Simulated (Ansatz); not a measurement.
Process, species as SMILES: CCl (CH3-Cl) + [H][H] (H2) → C (CH4) + Cl (HCl)
B3LYP-D3(BJ)/def2-TZVP geometries, fixed; electronic energies without zero-point terms.

The energy of full hydrogenation at MP2 with Ansatz (an electronic-structure program), in kcal/mol, split into its Hartree-Fock and correlation parts. Cores are frozen. No added dispersion term, no relativity. Functions are those of the species that has most.

| basis | X | functions | Hartree-Fock | MP2 |
|---|---|---|---|---|
| cc-pV(D+d)Z | 2 | 52 | -26.33 | -23.83 |
| cc-pV(T+d)Z | 3 | 111 | -24.79 | -22.80 |
| cc-pV(Q+d)Z | 4 | 209 | -24.70 | -22.28 |
| cc-pV(5+d)Z | 5 | 356 | -24.67 | -21.92 |

Worked estimate of the basis-set limit from each neighbouring pair, with Hartree-Fock from the larger set and the correlation part extrapolated as X^-3.
Correlation parts: X = 2: 2.50, X = 3: 1.99, X = 4: 2.42, X = 5: 2.75.
- (2,3): (27·(1.99) - 8·(2.50))/19 = 1.78; with Hartree-Fock -24.79 the estimate is -23.01 kcal/mol.
- (3,4): (64·(2.42) - 27·(1.99))/37 = 2.73; with Hartree-Fock -24.70 the estimate is -21.97 kcal/mol.
- (4,5): (125·(2.75) - 64·(2.42))/61 = 3.10; with Hartree-Fock -24.67 the estimate is -21.57 kcal/mol.
The last two estimates differ by 0.39 kcal/mol; the largest set lies 0.35 from the last. Over the last step Hartree-Fock moves by 0.03 and the correlation part by 0.33.
